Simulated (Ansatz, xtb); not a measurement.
Molecule: CH3S (charge -1, singlet). 
Coordinates optimised at B3LYP-D3(BJ)/def2-TZVP (Ansatz, a quantum-chemistry and plane-wave program):
```
C
H 1 1.0994
H 1 1.0994 2 106.54
H 1 1.0994 2 106.54 3 113.46
S 1 1.8337 2 112.26 4 123.27
```
Charge -1, spin multiplicity 1.

Harmonic wavenumbers from GFN2-xTB (xtb, at its own minimum), cm⁻¹: 717, 929, 929, 1330, 1502, 1502, 2857, 2858, 2897.

Question: Give the harmonic wavenumbers at B3LYP-D3(BJ)/def2-TZVP (Ansatz, finite differences of forces, unscaled).

Answer: 686, 921, 921, 1314, 1474, 1474, 2922, 2945, 2945 cm⁻¹. Zero-point energy 22.3 kcal/mol.

Question: From these and the geometry, give the ideal-gas thermochemistry at 298.15 K and 1 atm (rigid rotor, harmonic oscillator).

Answer: Point group C3v, rotational symmetry number 3. Rotational constants 161.4, 12.76, 12.76 GHz. S(trans) 37.47, S(rot) 17.86, S(vib) 0.63, S(elec, spin only) 0.00, S 56.0 cal/(mol K). H(298) - H(0) 2.52 kcal/mol; G - E(el) 8.1 kcal/mol.
